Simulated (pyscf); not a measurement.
H₂Si=AsH (SMILES [SiH2]=[AsH]) + AsH₃ (SMILES [AsH3]) -> H₂As–AsH₂ (SMILES [AsH2][AsH2]) + SiH₂ (SMILES [SiH2]) [singlet] (concerted two-bond exchange; singlet surface; As–Si, As–H broken, As–As, As–H formed). PySCF, gas phase, ωB97X-D3(BJ)/def2-SVP geometries. Energies in kcal/mol from the separated reactants.

```tsv
level	barrier	reaction energy
PBE/def2-TZVP	26.4	+28.9
r²SCAN/def2-TZVP	(withheld)	(withheld)
B3LYP-D3(BJ)/def2-TZVP	31.0	+25.8
M06-2X/def2-TZVP	33.8	+24.9
ωB97M-D3(BJ)/def2-TZVP	(withheld)	+24.0
HF/def2-TZVP	53.3	+21.5
```

**Question.** Fill in the missing entries.

**Answer.** 
- r²SCAN/def2-TZVP, barrier: 30.1
- r²SCAN/def2-TZVP, reaction energy: +31.1
- ωB97M-D3(BJ)/def2-TZVP, barrier: 36.4

On the product side the descent ends in an adduct with a As–Si contact, 13.6 kcal/mol under the separated species and 22.0 kcal/mol under the saddle at ωB97X-D3(BJ)/def2-TZVP. At PBE, r²SCAN the saddle lies under the separated products, which points to a path from their complex (located at ωB97X-D3(BJ) alone), and parting the products costs more than the saddle. What is counted as broken (As–Si) persists as a longer contact in the product adduct; parting that adduct is a step of its own. At ωB97X-D3(BJ)/def2-TZVP the barrier from the zero used here is 34.3 kcal/mol. The same reactants have a lower exit, to H₃Si–AsH–AsH₂ (barrier +22.4 kcal/mol at ωB97M-D3(BJ)/def2-TZVP, against +36.4 kcal/mol here). One saddle was located; it need not be the lowest between these sides. Elements up to Kr have no core potential and no relativistic terms here.
